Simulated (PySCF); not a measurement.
# Working out the ionisation energy of Ne

Ne [Ne] (1S) → Ne⁺ [He] 2s2 2p5 (2P). Calculation: PySCF 2.14, in def2-QZVPPD (8s5p4d2f1g, 66 functions); no relativity, point nucleus. Frozen: nothing. Energies in hartree (1 hartree = 27.21139 eV):

| part | Ne (lower) | Ne⁺ (upper) |
| --- | --- | --- |
| UHF | -128.546857 | -127.824357 |
| MP2 opposite-spin | -0.237329 | -0.185824 |
| MP2 same-spin | -0.076749 | -0.053286 |

Q: What does Hartree-Fock give?

A: (-127.824357) − (-128.546857) = 0.722500 hartree = 19.660 eV.

Q: What do MP2 and SCS-MP2 (6/5 opposite-spin, 1/3 same-spin) give?

A: The opposite-spin parts differ by 1.402 eV and the same-spin parts by 0.638 eV. MP2: 19.660 + (1.402) + (0.638) = 21.700 eV. SCS-MP2: 19.660 + 1.2 × (1.402) + (0.638)/3 = 21.555 eV.

Measured between the centres of the two terms (NIST): 21.597 eV, so MP2 (valence and next inner shell) is off by 0.103 eV.

What remains against the reference includes basis incompleteness and correlation beyond second order.
